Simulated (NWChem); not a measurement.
# LiF; SMILES [Li][F]

Results from NWChem. Pople sets run with spherical d functions. STO-3G and 3-21G are far too small for this property and stand as cheap habits. The geometry was optimised at PBE0/def2-SVP. Vertical excitations in the gas phase; the lowest state need not have the same character in each row.

| level | basis functions | lowest excitation, singlet (eV) | oscillator strength of that lowest state | orbital gap (eV) |
|---|---|---|---|---|
| PBE/3-21G, TDA | 18 | 3.50 | 0.042 | 3.59 |
| PBE/6-31G*, TDA | 28 | 4.03 | 0.029 | 4.09 |
| PBE/6-31+G*, TDA | 36 | 4.48 | 0.020 | 4.51 |
| PBE/def2-SVP, TDA | 23 | 3.91 | 0.030 | 3.98 |
| PBE/def2-SVPD, TDA | 35 | 4.74 | 0.020 | 4.78 |
| PBE/def2-TZVP, TDA | 45 | 4.35 | 0.026 | 4.41 |
| PBE/aug-cc-pVDZ, TDA | 46 | 4.58 | 0.022 | 4.61 |
| PBE/def2-TZVPD, TDA | 57 | 4.65 | 0.020 | 4.69 |
